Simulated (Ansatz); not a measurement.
Molecule: O2, charge -1, multiplicity 2. 
Coordinates optimised at B3LYP-D3(BJ)/def2-TZVP (Ansatz, a quantum-chemistry and plane-wave program):
```xyz
2

O      0.0000     0.0000    -0.6737
O      0.0000     0.0000     0.6737
```
Charge -1, spin multiplicity 2.

Basis-set convergence of Hartree-Fock and CCSD correlation energies (hartree) with Ansatz. Cores are frozen in the correlated levels unless marked. Open shells are spin-unrestricted. Spin-orbit coupling is left out. Non-relativistic.

```csv
basis,functions,E(HF),"E(corr, CCSD)"
def2-SVPD,46,-149.47334,-0.39450
def2-TZVPPD,80,-149.65138,-0.47629
def2-QZVPPD,132,-149.65700,-0.50773
```

Extrapolating the two largest sets (X = 3 and 4) as X^-3: E(corr) = (64·(-0.50773) - 27·(-0.47629))/37 = -0.5307 Eh, an estimate of the basis-set limit. The largest set recovers 95.7 % of it, the smallest 74.3 %.
